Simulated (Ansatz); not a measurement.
C3H5N can be A, `CC=C=N`, or B, `CC1=NC1`.

Calculated with Ansatz (gas phase, PBE0-D4/def2-TZVP geometries, no zero-point term in ΔE). CCSD(T)/CBS adds triple-zeta CCSD(T) − MP2 to the extrapolated MP2 energy (def2 sets, frozen cores). DFT in def2-TZVPP. One conformer a species, not always the lowest.

(1) Which isomer does CCSD(T)/CBS put lower? Give the gap. (Best estimate.)

(2) Give E(B) − E(A) in kJ/mol with ωB97M-V, CCSD/def2-TZVPP, LDA (SPW92), HF/def2-TZVPP, PBE0-D4, PBE-D4, MP2/def2-TZVPP. (Estimate.)

(3) Does the order hold for the free energy at 298.15 K (harmonic terms from PBE0-D4)? (Estimate.)

Largest T1 diagnostic: 0.013.

Answers

(1) The calculation gave: A, by 50.1 kJ/mol.

(2) The calculation gave: ωB97M-V 52.7, CCSD/def2-TZVPP 49.4, LDA (SPW92) 57.4, HF/def2-TZVPP 62.0, PBE0-D4 51.4, PBE-D4 57.3, MP2/def2-TZVPP 41.9. None reverses the order clearly.

(3) The calculation gave: Yes: G(B) − G(A) = +52.6 kJ/mol, for one conformer each.

At CCSD(T), def2-SVP lies −9.7 kJ/mol from the extrapolated value and def2-TZVPP −1.0 kJ/mol. From BLYP to BHLYP (50 % exact exchange), in def2-TZVPP and without D4, E(B) − E(A) moves by −10.6 kJ/mol.
